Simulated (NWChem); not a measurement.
System: C₄H₈; SMILES C1CCC1

Input file for NWChem:

```
start job
memory heap 200 mb stack 900 mb global 1100 mb
geometry units angstroms noautoz
  C      0.760278     0.760278     0.127540
  C      0.760278    -0.760278    -0.127540
  C     -0.760278    -0.760278     0.127540
  C     -0.760278     0.760278    -0.127540
  H      0.993300     0.993300     1.178547
  H      1.393599     1.393599    -0.512618
  H      0.993300    -0.993300    -1.178547
  H      1.393599    -1.393599     0.512618
  H     -1.393599    -1.393599    -0.512618
  H     -0.993300    -0.993300     1.178547
  H     -0.993300     0.993300    -1.178547
  H     -1.393599     1.393599     0.512618
end
basis spherical
  * library def2-tzvp
end
dft
  xc m06-2x
  iterations 150
  semidirect filesize 400000000
  mulliken
end
task dft energy
```

Coordinates come from a PBE0/def2-SVP optimisation.

Problem. Predict the main results of this run. (M06-2X/def2-TZVP.) Quantities: energy (Ha); highest occupied level (eV); orbital gap (eV).

Solution. 
```
Quantity                       Value
---------------------------  -------
energy (Ha)                  -157.18
highest occupied level (eV)    -9.80
orbital gap (eV)               11.78
```
